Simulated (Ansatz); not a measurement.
fcc Pb, treated with PBE (PAW; Ansatz, a program for electronic structure).

Numerical settings: plane-wave cutoff 520 eV, 20×20×20 k mesh, Fermi–Dirac smearing 0.05 eV, scalar-relativistic PAW data made under PBE.

Cell (relaxed at this level):

Space group Fm-3m (No. 225); a = b = c = 5.0403 Å, α = β = γ = 90.00°

```
atom  site  symmetry       x       y       z
----  ----  --------  ------  ------  ------
Pb      4a      m-3m  0.0000  0.0000  0.0000
```
(The calculation used a cell of 1 atom; values per cell refer to that cell.)

Question: What does this level give for the bulk modulus and pressure derivative B′ of the bulk modulus?

Answer: 
- bulk modulus: 39.2 GPa
- pressure derivative B′ of the bulk modulus: 4.6

The run finds no gap.

Measured, for comparison: bulk modulus 47 GPa (corrected for temperature and zero-point phonon effects; as tabulated in Levämäki et al. (2014), arXiv:1402.3671). Computed (rounded) less measured: bulk modulus -17 %.

Spin–orbit coupling is not included; it can shift volumes and moduli of such heavy elements.

Computed values are for the static lattice.

Computing time: very roughly 50 core-seconds.
